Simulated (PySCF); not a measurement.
**AlS⁺: energy against distance**

Set-up: basis Al 6-311G(d,p), S 6-311G(d,p); no relativity; PySCF 2.14. Energies in eV from Al⁺ + S in their ground configurations at the same level. All curves are PBE0. state 1: ³Π (triplet), unpaired electrons σ ↑, π ↑; state 2: Ms = 0 determinant of mixed spin (⟨S²⟩ near 1.0), unpaired electrons σ ↑, π ↓, a second solution, started from another occupation; state 3: ³Σ⁻ (triplet), unpaired electrons π ↑↑, a second solution, started from another occupation; state 4: ¹Σ⁺ (singlet), closed shell, a second solution, started from another occupation.

| R (Å) | state 1 | state 2 | state 3 | state 4 |
| --- | --- | --- | --- | --- |
| 1.881 | -0.129 | -0.0410 | 2.9339 | -0.2570 |
| 1.968 | -0.650 | -0.5565 | 1.9161 | -0.4377 |
| 2.056 | -0.926 | -0.8233 | 1.1705 | -0.4167 |
| 2.121 | -1.019 | -0.9071 | 0.7457 | -0.3135 |
| 2.187 | -1.043 | -0.9193 | 0.4102 | -0.1618 |
| 2.253 | -1.019 | -0.8799 | 0.1458 | 0.0202 |
| 2.340 | -0.937 | -0.7742 | -0.1198 | 0.2861 |
| 2.449 | -0.796 | -0.5969 | -0.3465 | 0.6226 |
| 2.581 | -0.617 | -0.3689 | -0.5093 | 0.9949 |
| 2.756 | -0.415 | -0.1037 | -0.6049 | 1.3969 |

Problem. Put a parabola through the three lowest points of the state 1 curve and estimate Re, k and ωe (reduced mass 14.63 u; 1 eV/Å² = 0.16022 mdyn/Å; ωe = 1302.8·√(k/μ) cm⁻¹).

Solution. Through R = 2.121, 2.187, 2.253 Å the second-order coefficient is 5.51 eV/Å², so Re ≈ 2.187 Å, k ≈ 1.77 mdyn/Å and ωe ≈ 453 cm⁻¹. A polynomial fit of higher order to the unrounded PBE0 energies gives Re = 2.183 Å, k = 1.85 mdyn/Å, ωe = 463 cm⁻¹; anharmonicity and rounding make the difference.

The higher-order fit for each curve: state 1: Re = 2.183 Å, ωe = 463 cm⁻¹, De = 1.04 eV; state 2: Re = 2.167 Å, ωe = 496 cm⁻¹, minimum 0.92 eV below the ground-state fragments; state 3: Re = 2.874 Å, ωe = 182 cm⁻¹, minimum 0.62 eV below the ground-state fragments; state 4: Re = 1.999 Å, ωe = 645 cm⁻¹, minimum 0.449 eV below the ground-state fragments.

For an ion De counts to the pair picked by the measured ionisation energies or electron affinities, which need not be the lowest pair at this level. The state is the lowest determinant that a PBE0 search found; another state may lie lower at other levels.
